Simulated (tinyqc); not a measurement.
MP2 on RHF in the sto-3g basis, for H2F+, spin multiplicity 1, step by step. One step of it, computed by the program tinyqc.

Problem. Iteration 9 (converged): orbitals. Diagonalise F' = X^T F X, C = X C', fill 5 alpha and 5 beta electrons from the bottom; D = 2 C_occ C_occ^T. Each column has its largest component positive (the first on a tie).

converged F (hartree), order 1F 1s, 1F 2s, 1F 2px, 1F 2py, 1F 2pz, 2H 1s, 3H 1s:
$$\begin{pmatrix}
-26.608510 & -6.785230 & 0.000000 & -0.001868 & -0.023259 & -1.193271 & -0.974878 \\
-6.785230 & -3.621987 & 0.000000 & -0.015452 & -0.115257 & -1.217765 & -1.049277 \\
0.000000 & 0.000000 & -1.032299 & 0.000000 & 0.000000 & 0.000000 & 0.000000 \\
-0.001868 & -0.015452 & 0.000000 & -0.959386 & -0.010493 & -0.520378 & 0.474363 \\
-0.023259 & -0.115257 & 0.000000 & -0.010493 & -0.990479 & -0.451894 & -0.415042 \\
-1.193271 & -1.217765 & 0.000000 & -0.520378 & -0.451894 & -0.868930 & -0.376292 \\
-0.974878 & -1.049277 & 0.000000 & 0.474363 & -0.415042 & -0.376292 & -0.769470
\end{pmatrix}$$

X, order 1F 1s, 1F 2s, 1F 2px, 1F 2py, 1F 2pz, 2H 1s, 3H 1s:
$$\begin{pmatrix}
1.023694 & -0.135993 & 0.000000 & -0.001040 & -0.006097 & 0.018615 & 0.016105 \\
-0.135993 & 1.143642 & 0.000000 & 0.012669 & 0.059063 & -0.227335 & -0.182791 \\
0.000000 & 0.000000 & 1.000000 & 0.000000 & 0.000000 & 0.000000 & 0.000000 \\
-0.001040 & 0.012669 & 0.000000 & 1.060781 & 0.005393 & -0.170403 & 0.150220 \\
-0.006097 & 0.059063 & 0.000000 & 0.005393 & 1.028728 & -0.109060 & -0.091421 \\
0.018615 & -0.227335 & 0.000000 & -0.170403 & -0.109060 & 1.132265 & -0.082203 \\
0.016105 & -0.182791 & 0.000000 & 0.150220 & -0.091421 & -0.082203 & 1.099849
\end{pmatrix}$$

Give: F' = X^T F X; orbital energies; coefficients C; D after iteration 9.

Solution.

F' = X^T F X (hartree):
$$\begin{pmatrix}
-26.1295 & -3.4380 & 0.0000 & -0.0037 & -0.0435 & -0.1579 & -0.1077 \\
-3.4380 & -2.2684 & 0.0000 & 0.0111 & 0.0381 & -0.4997 & -0.4179 \\
0.0000 & 0.0000 & -1.0323 & 0.0000 & 0.0000 & 0.0000 & 0.0000 \\
-0.0037 & 0.0111 & 0.0000 & -0.7633 & 0.0038 & -0.4283 & 0.3925 \\
-0.0435 & 0.0381 & 0.0000 & 0.0038 & -0.8911 & -0.3098 & -0.2768 \\
-0.1579 & -0.4997 & 0.0000 & -0.4283 & -0.3098 & -0.3763 & -0.0850 \\
-0.1077 & -0.4179 & 0.0000 & 0.3925 & -0.2768 & -0.0850 & -0.3890
\end{pmatrix}$$

orbital energies (hartree): MO1 -26.6181, MO2 -2.0393, MO3 -1.1562, MO4 -1.0673, MO5 -1.0323, MO6 -0.0446, MO7 0.1079

coefficients C, order 1F 1s, 1F 2s, 1F 2px, 1F 2py, 1F 2pz, 2H 1s, 3H 1s:
$$\begin{pmatrix}
0.9947 & -0.2501 & 0.0145 & 0.0674 & 0.0000 & 0.0956 & 0.0339 \\
0.0225 & 0.9478 & -0.0759 & -0.3367 & 0.0000 & -0.5881 & -0.2267 \\
0.0000 & 0.0000 & 0.0000 & 0.0000 & 1.0000 & 0.0000 & 0.0000 \\
0.0004 & 0.0138 & 0.7467 & -0.0888 & 0.0000 & 0.2006 & -0.7558 \\
0.0024 & 0.1073 & 0.0900 & 0.8540 & 0.0000 & -0.5493 & -0.1775 \\
-0.0043 & 0.0918 & 0.3632 & 0.1850 & 0.0000 & 0.4888 & 0.9839 \\
-0.0035 & 0.0758 & -0.3155 & 0.2598 & 0.0000 & 0.8998 & -0.5463
\end{pmatrix}$$

D after iteration 9, order 1F 1s, 1F 2s, 1F 2px, 1F 2py, 1F 2pz, 2H 1s, 3H 1s:
$$\begin{pmatrix}
2.1136 & -0.4768 & 0.0000 & 0.0036 & 0.0689 & -0.0190 & -0.0191 \\
-0.4768 & 2.0357 & 0.0000 & -0.0274 & -0.3852 & -0.0059 & 0.0166 \\
0.0000 & 0.0000 & 2.0000 & 0.0000 & 0.0000 & 0.0000 & 0.0000 \\
0.0036 & -0.0274 & 0.0000 & 1.1313 & -0.0142 & 0.5121 & -0.5153 \\
0.0689 & -0.3852 & 0.0000 & -0.0142 & 1.4977 & 0.4011 & 0.4032 \\
-0.0190 & -0.0059 & 0.0000 & 0.5121 & 0.4011 & 0.3493 & -0.1191 \\
-0.0191 & 0.0166 & 0.0000 & -0.5153 & 0.4032 & -0.1191 & 0.3456
\end{pmatrix}$$
